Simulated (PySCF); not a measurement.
C4H3FN: g tensor and hyperfine couplings

C4H3FN (doublet state).
Z-matrix (Å and degrees, GFN2-xTB geometry), rows numbered from 1:
```
F 
C   1  1.3720
C   2  1.2898  1  124.14
C   3  1.4024  2  154.06  1     4.55
C   4  1.4769  3  120.94  2   103.91
N   5  1.2424  4   68.62  3  -105.35
H   2  1.0822  1  109.88  3  -178.63
H   4  1.0862  3  116.44  2  -101.80
H   5  1.0645  4  146.01  6   176.48
```

The hyperfine couplings belong to this conformer and change with its torsions.

Identity: `F/C=[C]\[C@@H]1C=N1` [radical].

The calculation used UKS B3LYP, pcH-1 on C F H N, non-relativistic, mean-field spin-orbit, GIAO (PySCF 2.14.0). The structure is a single GFN2-xTB conformer in the gas phase; no vibrational or solvent corrections. The geometry wasn't refined by DFT: couplings that depend on bond lengths, twists or pyramidal angles can differ widely from those at the functional's own minimum. No stability test was run, so a lower SCF solution isn't excluded.

- g1, g2, g3: 2.00093, 2.00158, 2.00224
- g_iso: 2.00159
- Form of g: rhombic: the two nearest values differ by 50 % of g3 − g1
- ⟨S²⟩: 0.7601 (exact 0.7500)
- α and β electrons: 22, 21
- HOMO–LUMO gap, α and β orbitals: 4.89, 4.39 eV
- Total energy: -308.64778 Eh

Hyperfine couplings atom by atom, in MHz; T1 to T3 are the principal values of the dipolar part:

| atom | isotope | a_iso | T1 | T2 | T3 | Mulliken spin population |
| --- | --- | --- | --- | --- | --- | --- |
| F1 | 19F | 304.2 | -152.9 | -110.0 | 262.9 | 0.05 |
| C2 | 13C | 43.4 | -14.2 | 3.4 | 10.8 | -0.08 |
| C3 | 13C | 183.8 | -71.2 | -55.2 | 126.5 | 0.86 |
| C4 | 13C | -10.2 | -8.5 | 1.9 | 6.6 | -0.08 |
| C5 | 13C | 26.8 | -8.9 | -6.2 | 15.1 | 0.06 |
| N6 | 14N | -1.9 | -10.0 | -8.6 | 18.6 | 0.15 |
| H7 | 1H | 54.3 | -6.3 | -2.0 | 8.3 | 0.02 |
| H8 | 1H | 4.8 | -4.7 | -1.2 | 5.9 | 0.00 |
| H9 | 1H | 41.6 | -4.2 | -1.5 | 5.8 | 0.02 |

Largest spin populations (Mulliken): C3 (+0.86), N6 (+0.15), C4 (-0.08) and C2 (-0.08). The positive populations add up to 1.16 and the negative ones to -0.16, together 2S = 1.

Under fast tumbling the dipolar parts average out, and these isotropic splittings remain: 1 × 19F (F1, I = 1/2, 2 lines) with 10.86 mT, 1 × 1H (H7, I = 1/2, 2 lines) with 1.94 mT, 1 × 1H (H9, I = 1/2, 2 lines) with 1.48 mT, 1 × 1H (H8, I = 1/2, 2 lines) with 0.17 mT and 1 × 14N (N6, I = 1, 3 lines) with 0.07 mT.

The 13C coupling of C3 (183.8 MHz) shows only in satellite lines or after enrichment, since that isotope makes up about 1.07 % of natural carbon.
